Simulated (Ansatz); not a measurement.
**NH (quintet): from Hartree-Fock to the top rungs, def2-QZVPP**

An exercise on one series of results from a longer session: the logs are not shown, and one member is left open.

Program: Ansatz 0.2.0, Gaussian basis. Level of theory: def2-QZVPP, core rule «outside noble gas», up to 1 orbitals frozen. These are calculated values, not measurements.

To be run: UHF; ROHF; CCSD(T) on UHF.

2 further runs of the same task are left out: 2 set aside as unsound or not needed.

### The geometry

The geometry is a PBE0/def2-TZVP stationary point (not a proven minimum) of the parent state, kept for this charge and spin.

2 atoms, charge 0, spin multiplicity 5.

Atoms are counted from 1 here; the program's logs count them from 0.

Bond lengths: N1–H2 1.040 Å.

Set-up of the first run:

in.yaml

```yaml
crystal:
  periodic: [false, false, false]
  atoms:
    - {symbol: N, position_ang: [0.000000, 0.000000, 0.000000]}
    - {symbol: H, position_ang: [0.000000, 0.000000, 1.039652]}
basis:
  gaussian: {orbitals: "def2-QZVPP.json"}
magnetization: {spin_polarized: true, initial_magnetization: 4}
hamiltonian: {xc: hf}
output: {orbitals: {seedname: orbitals}}
```

Command:

```bash
$ ansatz run in.yaml --threads 1 --pin off --events-out ev --progress --plain --max-ram 2393MiB
```

Among the steps run: UHF; ROHF; CCSD(T) on UHF.

One table of the session follows, with a row left open; its other results are not shown here.

| method | from UCCSD(T) (kJ/mol) |
| --- | --- |
| ROHF | +342.2 |
| UHF | ? |
| UMP2 | +50.7 |
| UCCSD | +8.8 |
| UCCSD(T) | 0 |

Estimate the missing values for UHF.

As computed: from UCCSD(T) (kJ/mol): +333.8. In the column «from UCCSD(T) (kJ/mol)» it lies between UMP2 (+50.7) and ROHF (+342.2).
